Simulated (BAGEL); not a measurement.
# SiNH4F (SMILES N[SiH2]F): RI-MP2/def2-TZVPP (density fitting with tzvpp-jkfit, cc-pvtz-ri for correlation)

What is the energy change on altering one bond length of SiNH4F at RI-MP2/def2-TZVPP (density fitting with tzvpp-jkfit, cc-pvtz-ri for correlation)? 

The calculation is run with BAGEL 1.2.2.

4 further runs of the same task are left out: 4 set aside as unsound or not needed.

## (1) The molecule

SiNH4F: 7 atoms, total charge 0, spin state singlet. As SMILES, `N[SiH2]F`. The shape is that of a PBE0-D4/def2-TZVP optimisation. This is one conformer, not always the lowest.

Bond lengths: N1–Si2 1.696 Å, Si2–F3 1.605 Å, N1–H4 1.006 Å, N1–H5 1.006 Å, Si2–H6 1.479 Å, Si2–H7 1.479 Å. Angles: N1–Si2–F3 114.6°, N1–Si2–H6 108.3°, N1–Si2–H7 108.3°, F3–Si2–H6 105.8°, F3–Si2–H7 105.8°, Si2–N1–H4 122.0°, Si2–N1–H5 122.0°, H6–Si2–H7 114.0°, H4–N1–H5 111.8°.

## (2) Energy and gradient at RI-MP2/def2-TZVPP (density fitting with tzvpp-jkfit, cc-pvtz-ri for correlation)

input.json

```json
{ "bagel" : [

{
  "title" : "molecule",
  "basis" : "tzvpp",
  "df_basis" : "tzvpp-jkfit",
  "angstrom" : true,
  "geometry" : [
    { "atom" : "N", "xyz" : [      -0.761500,       0.339000,      -0.625200 ] },
    { "atom" : "Si", "xyz" : [       0.531100,      -0.115700,       0.373400 ] },
    { "atom" : "F", "xyz" : [       0.515100,      -1.653900,       0.829800 ] },
    { "atom" : "H", "xyz" : [      -0.786600,       0.105100,      -1.603600 ] },
    { "atom" : "H", "xyz" : [      -1.682200,       0.513500,      -0.258400 ] },
    { "atom" : "H", "xyz" : [       0.455900,       0.676200,       1.620700 ] },
    { "atom" : "H", "xyz" : [       1.789400,       0.068000,      -0.382300 ] }
  ]
},

{
  "title" : "force",
  "method" : [
    { "title" : "mp2", "ncore" : 7, "aux_basis" : "cc-pvtz-ri" }
  ]
}

]}
```

Command:

```sh
$ BAGEL_NUM_THREADS=1 BAGEL input.json > input.out
```

Standard output:

```text
* using 1 threads per process

  ===============================================================
  ===============================================================

  *** Geometry ***

  { "atom" : "N", "xyz" : [     -1.439026,      0.640617,     -1.181457 ] },
  { "atom" : "Si", "xyz" : [      1.003634,     -0.218641,      0.705624 ] },
  { "atom" : "F", "xyz" : [      0.973398,     -3.125418,      1.568095 ] },
  { "atom" : "H", "xyz" : [     -1.486459,      0.198610,     -3.030365 ] },
  { "atom" : "H", "xyz" : [     -3.178897,      0.970374,     -0.488305 ] },
  { "atom" : "H", "xyz" : [      0.861526,      1.277833,      3.062679 ] },
  { "atom" : "H", "xyz" : [      3.381476,      0.128501,     -0.722442 ] },

  Number of auxiliary basis functions:      354

  Since a DF basis is specified, we compute 2- and 3-index integrals:
    o Being stored without compression. Storage requirement is 0.072 GB

  Number of basis functions:      160
  Number of electrons      :       34

    * METHOD: MOLECULE                             0.40

  The gradients will be computed analytically.

  *** RHF ***

  === Nuclear Repulsion ===
   118.5879466640

      * DIIS with orbital gradients will be used.

  === RHF iteration (tzvpp) ===
      0       -445.08281010          0.01881635           0.11
      1       -445.24486018          0.01160476           0.13
      2       -445.33392785          0.00118070           0.13
      3       -445.33521722          0.00040426           0.13
      4       -445.33532701          0.00007318           0.13
      5       -445.33533242          0.00001382           0.14
      6       -445.33533266          0.00000424           0.14
      7       -445.33533268          0.00000121           0.13
      8       -445.33533269          0.00000029           0.13
      9       -445.33533269          0.00000009           0.14
     10       -445.33533269          0.00000004           0.13
     11       -445.33533269          0.00000001           0.13
    * SCF iteration converged.

    * Permanent dipole moment:
           (    0.455417,    -0.455188,     0.441525) a.u.

  === DF-MP2 calculation ===

    * freezing 7 orbitals
  Number of auxiliary basis functions:      404

  Since a DF basis is specified, we compute 2- and 3-index integrals:
    o Being stored without compression. Storage requirement is 0.083 GB

  Number of basis functions:      160
  Number of electrons      :       34

      MP2 correlation energy:   -0.5920664669

    * Permanent dipole moment: MP2 unrelaxed
           (    0.459165,    -0.440619,     0.439596) a.u.

  === Z-vector iteration ===

      0     0.00019041524993           0.08
      1     0.00005946159199           0.06
      2     0.00001454192993           0.05
      3     0.00000455580732           0.06
      4     0.00000137015468           0.07
      5     0.00000043565360           0.08
      6     0.00000007982852           0.08
      7     0.00000001840251           0.07
      8     0.00000000433716           0.07

    * Permanent dipole moment: MP2 relaxed
           (    0.469025,    -0.405327,     0.435433) a.u.

  * Nuclear energy gradient

    o Atom   0
        x          0.0025315302
        y         -0.0013153916
        z          0.0020530030
    o Atom   1
        x         -0.0048107105
        y         -0.0025220110
        z         -0.0024874140
    o Atom   2
        x         -0.0002231119
        y          0.0011909232
        z         -0.0005093877
    o Atom   3
        x          0.0004329458
        y         -0.0002273002
        z         -0.0012960734
    o Atom   4
        x         -0.0010328345
        y          0.0004323167
        z          0.0008690251
    o Atom   5
        x         -0.0003559704
        y          0.0021016576
        z          0.0035653089
    o Atom   6
        x          0.0034581513
        y          0.0003398052
        z         -0.0021944619

    * METHOD: FORCE                                9.96

  ===============================================================
```

It took 11 s on 1 thread of Intel Xeon Platinum 8488C (Sapphire Rapids), shared host; peak memory 0.44 GiB.

## (3) The distorted shape, same level

input.json

```json
{ "bagel": [

{
  "title": "molecule",
  "basis": "tzvpp",
  "df_basis": "tzvpp-jkfit",
  "angstrom": true,
  "geometry": [
    { "atom": "N", "xyz": [   -0.758990,    0.362387,   -0.527371 ] },
    { "atom": "Si", "xyz": [    0.533610,   -0.092313,    0.471229 ] },
    { "atom": "F", "xyz": [    0.517610,   -1.630513,    0.927629 ] },
    { "atom": "H", "xyz": [   -0.786600,    0.105100,   -1.603600 ] },
    { "atom": "H", "xyz": [   -1.679690,    0.536887,   -0.160571 ] },
    { "atom": "H", "xyz": [    0.458410,    0.699587,    1.718529 ] },
    { "atom": "H", "xyz": [    1.791910,    0.091387,   -0.284471 ] }
  ]
},
{
  "title": "force",
  "method": [
    {
      "title": "mp2",
      "ncore": 7,
      "aux_basis": "cc-pvtz-ri"
    }
  ]
}

]}
```

Command:

```sh
$ BAGEL_NUM_THREADS=1 BAGEL input.json > input.out
```

Standard output:

```text
* using 1 threads per process

  ===============================================================
  ===============================================================

  *** Geometry ***

  { "atom" : "N", "xyz" : [     -1.434283,      0.684812,     -0.996587 ] },
  { "atom" : "Si", "xyz" : [      1.008377,     -0.174446,      0.890494 ] },
  { "atom" : "F", "xyz" : [      0.978141,     -3.081223,      1.752965 ] },
  { "atom" : "H", "xyz" : [     -1.486459,      0.198610,     -3.030365 ] },
  { "atom" : "H", "xyz" : [     -3.174154,      1.014569,     -0.303435 ] },
  { "atom" : "H", "xyz" : [      0.866269,      1.322028,      3.247549 ] },
  { "atom" : "H", "xyz" : [      3.386219,      0.172696,     -0.537572 ] },

  Number of auxiliary basis functions:      354

  Since a DF basis is specified, we compute 2- and 3-index integrals:
    o Being stored without compression. Storage requirement is 0.072 GB

  Number of basis functions:      160
  Number of electrons      :       34

    * METHOD: MOLECULE                             0.39

  The gradients will be computed analytically.

  *** RHF ***

  === Nuclear Repulsion ===
   118.1020965000

      * DIIS with orbital gradients will be used.

  === RHF iteration (tzvpp) ===
      0       -445.07665202          0.01838604           0.13
      1       -445.23431605          0.01152598           0.13
      2       -445.32436897          0.00116718           0.13
      3       -445.32570802          0.00034630           0.14
      4       -445.32578907          0.00008222           0.14
      5       -445.32579627          0.00001749           0.13
      6       -445.32579668          0.00000521           0.14
      7       -445.32579672          0.00000146           0.14
      8       -445.32579673          0.00000035           0.13
      9       -445.32579673          0.00000013           0.14
     10       -445.32579673          0.00000005           0.13
     11       -445.32579673          0.00000001           0.14
    * SCF iteration converged.

    * Permanent dipole moment:
           (    0.457399,    -0.451084,     0.468367) a.u.

  === DF-MP2 calculation ===

    * freezing 7 orbitals
  Number of auxiliary basis functions:      404

  Since a DF basis is specified, we compute 2- and 3-index integrals:
    o Being stored without compression. Storage requirement is 0.083 GB

  Number of basis functions:      160
  Number of electrons      :       34

      MP2 correlation energy:   -0.5942722259

    * Permanent dipole moment: MP2 unrelaxed
           (    0.461135,    -0.436891,     0.464785) a.u.

  === Z-vector iteration ===

      0     0.00019545010260           0.07
      1     0.00006178880669           0.07
      2     0.00001536454490           0.07
      3     0.00000473992939           0.06
      4     0.00000134796860           0.06
      5     0.00000044087387           0.07
      6     0.00000008680066           0.07
      7     0.00000002066364           0.07
      8     0.00000000499027           0.06

    * Permanent dipole moment: MP2 relaxed
           (    0.471595,    -0.400864,     0.466047) a.u.

  * Nuclear energy gradient

    o Atom   0
        x          0.0026839611
        y          0.0122329639
        z          0.0645113647
    o Atom   1
        x         -0.0051894224
        y         -0.0015790606
        z         -0.0008484789
    o Atom   2
        x         -0.0003799554
        y          0.0012466680
        z         -0.0006973722
    o Atom   3
        x         -0.0006909962
        y         -0.0150587775
        z         -0.0668307287
    o Atom   4
        x          0.0002913287
        y          0.0008612306
        z          0.0026629180
    o Atom   5
        x         -0.0000835313
        y          0.0019708614
        z          0.0035449753
    o Atom   6
        x          0.0033686154
        y          0.0003261143
        z         -0.0023426781

    * METHOD: FORCE                               10.86

  ===============================================================
```

Run time: 12 s. Hardware: 1 thread of Intel Xeon Platinum 8488C (Sapphire Rapids), shared host; peak memory 0.44 GiB.

## (4) What came out

Level: RI-MP2/def2-TZVPP (density fitting with tzvpp-jkfit, cc-pvtz-ri for correlation), 7 core orbitals frozen.

| quantity | value |
| --- | --- |
| first shape: total energy | -445.92740 Eh |
| first shape: dipole moment (of the density that the program reports) | 1.93 D |
| first shape: correlation energy (7 core orbitals frozen) | -592.1 mEh |
| first shape: largest force on an atom | 0.307 eV/Å |
| distorted shape: total energy | -445.92007 Eh |
| distorted shape: dipole moment (of the density that the program reports) | 1.97 D |
| distorted shape: correlation energy (7 core orbitals frozen) | -594.3 mEh |
| distorted shape: largest force on an atom | 3.523 eV/Å |
| energy change with the N1–H4 bond stretched from 1.006 to 1.107 Å | 0.199 eV |

In words: With the N1–H4 bond stretched from 1.006 to 1.107 Å the energy rises by 0.20 eV (4.6 kcal/mol). The first shape isn't relaxed at this level, so the change isn't measured from a minimum. The largest force (first shape) is 0.31 eV/Å: the shape isn't a stationary point for this species at this level.
